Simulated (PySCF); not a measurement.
Orbital picture of LiSi

PBE0 at R = 2.370 Å; basis Li def2-SVPD, Si def2-SVPD; no relativity; PySCF 2.14. State: ⁴Σ⁻ (quartet), unpaired electrons σ ↑, π ↑↑. Only the outer orbitals are listed, counted within each symmetry.

```json
{"spin": "α", "orbital": "4σ", "occ.": "1", "ε (eV)": "-56.25", "on Li (%)": "99", "main shells (%)": "99 Li s"}
{"spin": "α", "orbital": "5σ", "occ.": "1", "ε (eV)": "-11.84", "on Li (%)": "3", "main shells (%)": "96 Si s"}
{"spin": "α", "orbital": "6σ", "occ.": "1", "ε (eV)": "-5.33", "on Li (%)": "17", "main shells (%)": "81 Si p, 14 Li s"}
{"spin": "α", "orbital": "2π", "occ.": "1", "ε (eV)": "-4.60", "on Li (%)": "12", "main shells (%)": "88 Si p, 12 Li p"}
{"spin": "α", "orbital": "2π", "occ.": "1", "ε (eV)": "-4.60", "on Li (%)": "12", "main shells (%)": "88 Si p, 12 Li p"}
{"spin": "α", "orbital": "7σ", "occ.": "0", "ε (eV)": "-1.61", "on Li (%)": "92", "main shells (%)": "63 Li s, 30 Li p"}
{"spin": "α", "orbital": "3π", "occ.": "0", "ε (eV)": "-0.07", "on Li (%)": "85", "main shells (%)": "84 Li p, 11 Si p"}
{"spin": "α", "orbital": "3π", "occ.": "0", "ε (eV)": "-0.07", "on Li (%)": "85", "main shells (%)": "84 Li p, 11 Si p"}
{"spin": "β", "orbital": "4σ", "occ.": "1", "ε (eV)": "-56.06", "on Li (%)": "99", "main shells (%)": "99 Li s"}
{"spin": "β", "orbital": "5σ", "occ.": "1", "ε (eV)": "-9.11", "on Li (%)": "3", "main shells (%)": "96 Si s"}
{"spin": "β", "orbital": "6σ", "occ.": "0", "ε (eV)": "-1.72", "on Li (%)": "50", "main shells (%)": "49 Li s, 48 Si p"}
{"spin": "β", "orbital": "2π", "occ.": "0", "ε (eV)": "-1.06", "on Li (%)": "37", "main shells (%)": "62 Si p, 37 Li p"}
{"spin": "β", "orbital": "2π", "occ.": "0", "ε (eV)": "-1.06", "on Li (%)": "37", "main shells (%)": "62 Si p, 37 Li p"}
```

Task: Which are the highest filled and the lowest empty level, where do they sit, and how wide is the gap?

Result: Highest filled α 2π at -4.60 eV (in %: 88 Si p, 12 Li p); lowest empty β 6σ at -1.72 eV (in %: 49 Li s, 48 Si p); the gap at PBE0 is 2.88 eV.

```
bond order (Mayer)                               : 0.81
⟨S²⟩                                             : 3.750
charge on Li (Mulliken, basis-dependent)         : 0.55
charge on Li (Löwdin, basis-dependent)           : 0.24
dipole moment (positive dipole means Li(−)Si(+)) : -5.82 D
polarisability along the bond                    : 91.0 bohr³
polarisability across the bond                   : 69.5 bohr³
```

The state is the lowest determinant that a PBE0 search found; another state may lie lower at other levels.
